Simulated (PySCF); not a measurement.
Vertical excitation energies

C5H7Cl.
InChI=1S/C5H7Cl/c1-2-3-4-5-6/h4-5H2,1H3

Method used: PySCF, TDDFT CAM-B3LYP/def2-SVPD, vertical, gas phase, core orbitals frozen in the response. Geometry: GFN2-xTB, one conformer, isolated molecule. Torsions of this conformer, `[CH3:1][C:2]#[C:3][CH2:4][CH2:5][Cl:6]`: C3–C4–C5–Cl6 180°.

Q: Predict the UV-vis stick spectrum at this level.

A: 

| state | E (eV) | λ (nm) | ν̃ (cm⁻¹) | f | main configurations (H = HOMO, L = LUMO) |
| --- | --- | --- | --- | --- | --- |
| S1 | 6.52 | 190.1 | 52590 | 0.0004 | H→L (31%), H→L+1 (24%), H→L+5 (24%) |
| S2 | 6.80 | 182.4 | 54820 | 0.028 | H-1→L (45%), H→L+6 (15%), H→L+4 (10%) |
| S3 | 6.93 | 178.9 | 55890 | 0.0052 | H→L (46%), H-1→L+6 (20%), H-1→L+4 (15%) |
| S4 | 7.01 | 177.0 | 56500 | 0.0052 | H-1→L+6 (28%), H→L+1 (19%), H-1→L+4 (19%) |
| S5 | 7.05 | 175.9 | 56850 | 0.0086 | H-1→L (45%), H-1→L+1 (25%), H-1→L+5 (12%) |
| S6 | 7.41 | 167.3 | 59790 | 0.0010 | H-2→L+1 (43%), H-2→L (36%), H-2→L+2 (9%) |
| S7 | 7.50 | 165.3 | 60480 | 0.0067 | H-3→L+1 (35%), H-3→L (33%) |
| S8 | 8.01 | 154.9 | 64560 | 0.0054 | H→L+2 (46%), H→L+1 (23%), H→L+5 (17%) |

Triplets (Tamm–Dancoff): T1 5.54 eV, H-1→L+5 (21%), H→L+6 (19%), H-1→L+1 (16%); T2 5.99 eV, H→L+5 (24%), H→L+1 (20%), H-1→L+6 (13%); T3 6.04 eV, H→L+6 (31%), H→L+4 (22%), H-1→L+5 (12%).

The lowest singlet comes at 190 nm (629 kJ/mol) in the vacuum ultraviolet; it is dark (f under 0.0005); its leading configuration is HOMO→LUMO (31%). The most intense listed level is S2 at 6.80 eV (182 nm, f = 0.028), 0.28 eV above S1. Löwdin shares by element: HOMO carbon 89% or more; LUMO carbon 44% or more, chlorine 16% (atoms not listed hold the other 40%). The oscillator strengths of these states sum to 0.061; summed over the whole spectrum of an exact calculation they would give the number of electrons, 54 (Thomas–Reiche–Kuhn). Of the 8 states listed, 1 reaches f = 0.01 and 1 stays under 0.0005. Orbital energies (eV): HOMO-3 -10.07, HOMO-2 -9.91, HOMO-1 -8.91, HOMO -8.87, LUMO 1.06, LUMO+1 1.51, LUMO+2 1.78. Singlets were solved by full linear response, triplets in the Tamm–Dancoff approximation.
